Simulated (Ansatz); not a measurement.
## [H···H···O], triplet: transfer scan

Starting geometry:

```xyz
3

H     0.0000    0.0000   -0.9980
H     0.0000    0.0000   -0.2530
O     0.0000    0.0000    1.2510
```

From there H2 is moved from one fragment to the other while all else, the fragments' distance too, stays fixed, so the hump isn't the reaction's barrier; atoms are numbered as listed. Energies are in kJ/mol, counted from the starting geometry at the same level. Kohn–Sham curves are unrestricted where that lies lower.

Basis cc-pVTZ; Ansatz 0.2.0. Correlated methods freeze the noble-gas cores. Prefix R: restricted or restricted open-shell reference; prefix U: unrestricted.

Full CI isn't at hand for all of this; UCCSDT(Q) serves as the reference, and is uncertain by about the last step of the cluster series.

| distance H1-H2 (Å) | RPA-PBE |
| --- | --- |
| 0.745 | 0.0 |
| 0.818 | 6.0 |
| 0.965 | 24.9 |
| 1.112 | 20.4 |
| 1.259 | 5.7 |

Q: Estimate the UCCSDT(Q) curve in cc-pVTZ from this one, knowing how RPA-PBE errs.

A: The computed UCCSDT(Q) values, in kJ/mol from the starting point, and the error of RPA-PBE against them:
```tsv
distance H1-H2 (Å)	UCCSDT(Q)	RPA-PBE less UCCSDT(Q)
0.745	0.0	0.0
0.818	8.8	-2.9
0.965	32.3	-7.3
1.112	23.0	-2.6
1.259	1.6	4.1
```

The error spans 11.4 kJ/mol and is largest, -7.3 kJ/mol, at 0.965 Å.
